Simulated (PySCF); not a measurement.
Electronic absorption of isopropenyl methyl ketone

Compound: isopropenyl methyl ketone, C5H8O.
SMILES: `C=C(C)C(C)=O`

Computed with TDDFT B3LYP/def2-SVPD, vertical, gas phase, core orbitals frozen in the response (PySCF 2.14.0, density-fitted response routines). Isolated species at its PBE0-D3(BJ)/def2-SVP geometry (one conformer only). Torsions of this conformer, `[CH2:1]=[C:2]([CH3:3])[C:4]([CH3:5])=[O:6]`: C1–C2–C4–C5 -179°.

```csv
state,E (eV),λ (nm),ν̃ (cm⁻¹),f,|μ| (D),"main configurations (H = HOMO, L = LUMO)"
S1,3.69,336.3,29730,0.0001,0.11,H→L (98%)
S2,5.48,226.4,44170,0.184,2.98,H-1→L (96%)
S3,6.48,191.4,52260,0.0083,0.58,H→L+1 (98%)
S4,6.86,180.8,55320,0.0012,0.21,H-1→L+1 (98%)
S5,6.90,179.8,55620,0.0000,0.02,"H-2→L (58%), H→L+3 (38%)"
S6,6.98,177.7,56270,0.0006,0.15,"H→L+3 (57%), H-2→L (40%)"
```

The lowest singlet comes at 336 nm (356 kJ/mol) in the ultraviolet; it is dark (f under 0.0005); its leading configuration is HOMO→LUMO (98%). The most intense listed level is S2 at 5.48 eV (226 nm, f = 0.184), 1.79 eV above S1. Löwdin shares by element: HOMO oxygen 63%, carbon 30% or more; LUMO carbon 62% or more, oxygen 20% (atoms not listed hold the other 18%). Weighted by f, the mean energy of these states is 5.53 eV. The oscillator strengths of these states sum to 0.195; summed over the whole spectrum of an exact calculation they would give the number of electrons, 46 (Thomas–Reiche–Kuhn). The listed states span 3.29 eV, and the widest gap between neighbours is 1.79 eV (S1 to S2). Only the lowest 6 singlets were computed, as vertical energies without vibronic structure.

Hardware: Intel Xeon Platinum 8488C, one thread, no GPU, on a shared host. Cost: 21 s wall, 0.79 GiB resident at most.
